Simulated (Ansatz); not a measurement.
input.yaml (Ansatz)

```yaml
crystal:
  lattice:
    - [0.0, 1.9391912856, 1.9391912856]
    - [1.9391912856, 0.0, 1.9391912856]
    - [1.9391912856, 1.9391912856, 0.0]
  atoms:
    - { symbol: Pd, position: [0.0, 0.0, 0.0], spin: 0.312 }
hamiltonian:
  xc: pbesol
  pseudopotentials:
    kind: paw
    azcp:
      Pd: "pseudopotentials/Pd.paw.azcp"
basis:
  ecutwfc: 420
  fft_grid_basis: typed
kpoints:
  mp_grid: { grid: [23, 23, 23], shift: [0, 0, 0] }
magnetization:
  spin_polarized: true
scf:
  occupations: { method: fermi_dirac, width: 0.05 }
```

and its output:

```
Warning: the record states the generating functional pbe (its physics header spells it `PBE`), which answers neither for hamiltonian.xc's functional nor for the pbesol family's — results may be inconsistent (PPs are generated against a specific XC)
Engine: ansatz 0.2.0, x86_64-unknown-linux-gnu
Pseudopotentials: kind: paw
Pseudopotential: Pd, paw, valence charge 18, recommended cutoff 420 eV (normal) 
Functional definition: PBEsol
  exchange = pbesol_x
  correlation = pbesol_c
Crystal: 1 atoms, lattice volume = 14.585 Å³
Basis set: ecut = 420 eV, 283 PW (Γ)
Bands: 14, of which v1, the nominal top of the filled ones, is band 9 counted from 1 (8 counted from 0)
Symmetry: 48 space group operations
Space group: Fm-3m (ITA 225), of the structure as read, at distance tolerance 2.4e-5 Å
Magnetic group: BNS 225.116 (UNI 1618), of the structure as read, at distance tolerance 2.4e-5 Å
k-points: 364 of 12167
Non-local potential: Pd, projectors of the file, l = 0: 2, l = 1: 2, l = 2: 2, l = 3: 1
PAW form: soft (Blöchl's): semilocal exchange-correlation on the pseudo side does not see the compensation charge
PAW frozen core: Pd, regenerated for the run's functional, and the local potential with it (the file was generated under x = pbe(κ = 0.804, μ = 0.2195149727645171), c = pbe(β = 0.06672455060314922))
PAW one-centre angular grid: Pd, 590 points (default); XC on 64 Gauss nodes
Initial density: superposition of atomic densities (chi_scale 0.1, normalization cell)
Starting moments: Σ|m| = 0.312 μB on 1 of 1 site
Initial wavefunctions: pseudopotential atomic-orbital guess
Functional: x = pbesol(κ = 0.804, μ = 0.12345679012345678), c = pbesol(β = 0.046)
SCF iter   1: F=—  HF=-6907.777455 eV  |F-HF|=—  |Δ(HF+E_count)|=         —  Δρ=8.89e-2 (↑8.89e-2 ↓7.98e-2)  dr2=4.08e0  dr2_m=6.93e-3  M=0.219 μB ∫|m|=0.222 μB  β_m=0.30  ethr=3.10e-3  ⟨swp⟩=5.4  Hψ=54422  notcnv=0
SCF iter   2: F=—  HF=-6907.036788 eV  |F-HF|=—  |Δ(HF+E_count)|=   7.41e-1  Δρ=5.26e-2 (↑5.26e-2 ↓4.66e-2)  dr2=1.40e0  dr2_m=4.21e-3  M=0.205 μB ∫|m|=0.213 μB  β_m=0.30  ethr=3.10e-3  ⟨swp⟩=2.6  Hψ=22285  notcnv=0  defer=370
spin-set hold released at iteration 2 (site moments show no strong build): the magnetisation degrees of freedom join the quasi-Newton model from the next iteration; the mixer history was kept
SCF iter   3: F=—  HF=-6906.655733 eV  |F-HF|=—  |Δ(HF+E_count)|=   3.81e-1  Δρ=1.60e-2 (↑1.27e-2 ↓1.60e-2)  dr2=4.33e-2  dr2_m=1.63e-3  M=0.209 μB ∫|m|=0.218 μB  β_m=0.30  ethr=3.10e-3  ⟨swp⟩=2.1  Hψ=17205  notcnv=0  defer=370
SCF iter   4: F=—  HF=-6906.653945 eV  |F-HF|=—  |Δ(HF+E_count)|=   1.79e-3  Δρ=5.04e-3 (↑5.04e-3 ↓3.22e-3)  dr2=9.61e-4  dr2_m=2.12e-3  M=0.218 μB ∫|m|=0.226 μB  β_m=0.65  ethr=2.40e-4  ⟨swp⟩=2.0  Hψ=25045  notcnv=0  defer=415
SCF iter   5: F=—  HF=-6906.655252 eV  |F-HF|=—  |Δ(HF+E_count)|=   1.31e-3  Δρ=2.60e-3 (↑2.00e-3 ↓2.60e-3)  dr2=9.10e-5  dr2_m=6.79e-4  M=0.204 μB ∫|m|=0.215 μB  β_m=0.82  ethr=5.34e-6  ⟨swp⟩=2.2  Hψ=14174  notcnv=0  defer=415
SCF iter   6: F=—  HF=-6906.655695 eV  |F-HF|=—  |Δ(HF+E_count)|=   4.43e-4  Δρ=1.40e-3 (↑1.40e-3 ↓1.03e-3)  dr2=2.42e-5  dr2_m=1.96e-4  M=0.183 μB ∫|m|=0.194 μB  β_m=0.91  ethr=5.06e-7  ⟨swp⟩=2.2  Hψ=15268  notcnv=0  defer=415
...
Initial wavefunctions: those read from a saved state, or passed on in memory by an earlier step or the calling program
iter 1 solved again at ethr=1.00e-12 eV; its pass at ethr=5.56e-6 eV (dr2=4.14e-12 eV) is discarded
SCF iter   1: F=—  HF=-6906.656184 eV  |F-HF|=—  |Δ(HF+E_count)|=         —  Δρ=2.31e-7 (↑2.30e-7 ↓2.31e-7)  dr2=4.14e-12  dr2_m=1.49e-12  M=-0.000 μB ∫|m|=0.000 μB  ethr=1.00e-12  ⟨swp⟩=1.0  Hψ=75718  notcnv=0
SCF iter   2: F=—  HF=-6906.656095 eV  |F-HF|=—  |Δ(HF+E_count)|=   8.88e-5  Δρ=3.88e-4 (↑3.88e-4 ↓3.47e-4)  dr2=3.87e-7  dr2_m=1.79e-5  M=0.091 μB ∫|m|=0.096 μB  ethr=5.56e-6  ⟨swp⟩=1.0  Hψ=54368  notcnv=0
SCF iter   3: F=—  HF=-6906.656177 eV  |F-HF|=—  |Δ(HF+E_count)|=   8.14e-5  Δρ=1.09e-4 (↑1.09e-4 ↓7.27e-5)  dr2=2.14e-7  dr2_m=1.09e-6  M=0.028 μB ∫|m|=0.029 μB  ethr=1.18e-7  ⟨swp⟩=1.0  Hψ=23653  notcnv=0
SCF iter   4: F=—  HF=-6906.656184 eV  |F-HF|=—  |Δ(HF+E_count)|=   7.34e-6  Δρ=7.33e-6 (↑1.85e-6 ↓7.33e-6)  dr2=7.19e-9  dr2_m=1.89e-9  M=0.001 μB ∫|m|=0.001 μB  ethr=5.56e-10  ⟨swp⟩=1.0  Hψ=23312  notcnv=0
SCF iter   5: F=-6906.656184 eV  HF=-6906.656184 eV  |F-HF|=1.82e-12  |Δ(HF+E_count)|=   1.12e-8  Δρ=1.34e-7 (↑1.34e-7 ↓6.77e-8)  dr2=1.37e-12  dr2_m=5.54e-13  M=0.000 μB ∫|m|=0.000 μB  ethr=5.40e-11  ⟨swp⟩=1.0  Hψ=23296  notcnv=0
an SCF along what the orbitals of the run's state read of its open shells (or to have them read: on a GPU, or by another smearing), with the run's symmetry operations kept, reached no lower state that the run goes on to. This is no proof of a minimum
WARN: the starting moments were not kept: the SCF closed with an absolute magnetisation of 3.1e-5 μB, where they sum to 0.312 μB in size (1 site). That is at most 0.1 of that sum. Measured as dr2_m measures the in/out step, that magnetisation stands 7.3e-10 eV from none, at or under the dr2_threshold of 1.0e-7 eV: it is no larger than a step whose dr2_m would equal this threshold. The system may hold no moment; this SCF shows only that its start led to no more than that. To try another start: raise the starting moments (crystal.atoms[].spin, magnetization.per_species, magnetization.initial_magnetization, or on a non-collinear deck that types none of these the spinor_matrix: blocks that start its atoms; where the total moment is fixed, keep their sum and leave initial_magnetization as it is; typed ones take the place of any that the run laid by itself, positive ones on a crystal's lanthanoids without a Hubbard term where scf.initial_density.shell_occupations: [] is typed) or, if the notice of its spin-set hold's release reads "site moments contracting" or "site moments show no strong build", lengthen the hold (scf.mixing.spin_hold: { on: { confirm: 4 } }; for m-r²SCAN on two components see the key's manual first). Each may lead to a state that holds a moment. A second SCF, from the converged charge density, with the starting moments and any scf.initial_density.shell_occupations laid on it anew, would have followed, and was not run: the deck does not ask for one (magnetization.retry_lost_moments is false, the default). To let it run, set magnetization.retry_lost_moments: true and run the deck again, where that key's refused combinations let it; where memory then withholds it, that run's warning says so.
SCF converged after 13 iterations
Magnetization: -0.0000 μB (9.0000 up, 9.0000 down)
Absolute magnetization: 0.0000 μB (∫|ρ↑−ρ↓|, with the PAW one-centre terms)
Spin contamination: 0.0000 ħ² per cell (⟨S²⟩ above its minimum at these occupations)
Per-site moments (μB) at R_I (Å): [(-3.0403532907290694e-5, 1.1312526291541356)]
Free energy (F): -6906.656184 eV
Harris-Foulkes:  -6906.656184 eV  (|F-HF|=3.64e-12)
Internal energy: -6906.637221 eV  (E = F + TS)
E sigma→0 (E₀):  -6906.646702 eV
Entropy (-TS):   -0.018963 eV (-18.963 meV/atom)
Fermi energy:    19.953459 eV
--- Per-component energies (eV) ---
  E_band       = -134.586297
  E_kinetic    = 513.526101
  E_local      = -1732.349955  (includes V_loc(G=0)·N_el)
  E_nonlocal   = 219.157607
  E_hartree    = 702.923040
  E_xc         = -167.798135
  E_vxc        = -211.329034  (∫ρ·V_xc dr)
  E_paw        = -3684.727675  (= ΣΔE_a)
  E_vpaw       = -329.437356  (= ΣTr[D̂ρ^β])
  E_aug_tail   = 0.000216  (compensation charges beyond the density's cutoff)
  E_ewald      = -2757.670944
  E_core_change = 0.302524  (= ΣΔE_core)
  E_smearing   = -0.018963  (= −TS)
  E_closure    = 0.000000  (closes the sum)
  Σ components = -6906.656184   (vs F -6906.656184, Δ=0.00e0)
```
